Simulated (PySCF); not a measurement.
**What binds LiF: the parts of the energy along the bond**

State: ¹Σ⁺, singlet, closed shell. RHF-based CCSD(T) in PySCF 2.14 with Li aug-cc-pVTZ, F aug-cc-pVTZ and Li aug-cc-pVQZ, F aug-cc-pVQZ (frozen core orbitals: 2; no relativity). Correlation energies are extrapolated as n⁻³ (n = 3, 4), Hartree–Fock as (n+1)·exp(−9√n). CV is the change on freezing 0 orbitals instead, in Li cc-pCVTZ, F cc-pwCVTZ. SR is the spin-free X2C energy in Li cc-pVTZ-DK, F cc-pVTZ-DK less the non-relativistic one in Li cc-pVTZ, F cc-pVTZ. All energies in eV from Li + F.

```
 R (Å)  HF/CBS  CCSD corr.      (T)       CV       SR   total
1.3801  -3.585      -1.867  -0.1221  -0.0705  -0.0060  -5.651
1.4429  -3.807      -1.896  -0.1272  -0.0521  -0.0011  -5.884
1.5056  -3.911      -1.922  -0.1322  -0.0381   0.0034  -6.000
1.5683  -3.930      -1.945  -0.1370  -0.0273   0.0076  -6.032
1.6311  -3.888      -1.966  -0.1418  -0.0189   0.0117  -6.003
1.7095  -3.774      -1.989  -0.1475  -0.0109   0.0164  -5.906
1.7879  -3.616      -2.010  -0.1530  -0.0046   0.0210  -5.763
```

A fit to the total gives Re = 1.5664 Å, De = 6.032 eV, ωe = 910.1 cm⁻¹, Be = 1.341 cm⁻¹ (masses 7.0160 and 18.9984 u).

Problem. At R = 1.5683 Å the CCSD correlation energy is -0.283429 hartree in the smaller basis and -0.303427 in the larger. Extrapolate it.

Solution. (4³·E4 − 3³·E3)/(4³ − 3³) = -0.31802 hartree; the larger basis holds 95.4 % of it.

The T1 diagnostic is 0.016. The open-shell atoms are computed with UHF. Spin–orbit coupling, excitations beyond (T) and corrections to the Born–Oppenheimer picture are left out.
